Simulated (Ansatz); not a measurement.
Start from `N#CC(F)F` and change one atom or group to get `CC(F)F`.

Ansatz, PBE0-D4/def2-TZVP geometries, multiplicity 1. 

```json
{"property": "size of the dipole moment (B3LYP/def2-TZVPP) / D", "`N#CC(F)F`": "2.46"}
{"property": "HOMO energy (PBE/def2-TZVPP) / eV", "`N#CC(F)F`": "-9.11"}
{"property": "HOMO–LUMO gap (PBE0/def2-TZVPP) / eV", "`N#CC(F)F`": "10.02"}
{"property": "HOMO energy (PBE0/def2-TZVPP) / eV", "`N#CC(F)F`": "-10.70"}
{"property": "zero-point energy (PBE0-D4/def2-TZVP) / kJ/mol", "`N#CC(F)F`": "81.9"}
{"property": "HOMO energy (ωB97M-V/def2-TZVPP) / eV", "`N#CC(F)F`": "-13.06"}
```

Problem. What does the change do to each property? (Best estimate.)

Solution. Ansatz gave: 
```
                                        property  `CC(F)F`  shift
size of the dipole moment (B3LYP/def2-TZVPP) / D      2.20  -0.26
               HOMO energy (PBE/def2-TZVPP) / eV     -7.87   1.24
            HOMO–LUMO gap (PBE0/def2-TZVPP) / eV     11.15   1.13
              HOMO energy (PBE0/def2-TZVPP) / eV     -9.65   1.05
  zero-point energy (PBE0-D4/def2-TZVP) / kJ/mol     159.2   77.3
           HOMO energy (ωB97M-V/def2-TZVPP) / eV    -12.08   0.98
```

With PBE0 the HOMO rises by 1.05 eV and the LUMO rises by 2.18 eV, so the gap widens by about 1.13 eV. PBE moves the HOMO by 1.24 eV and ωB97M-V by 0.98 eV. The zero-point energy changes by 77.3 kJ/mol with +6 modes. Dipoles are sizes alone; their direction can turn.

B3LYP here is the variant with VWN-RPA as its local correlation; programs differ in this.
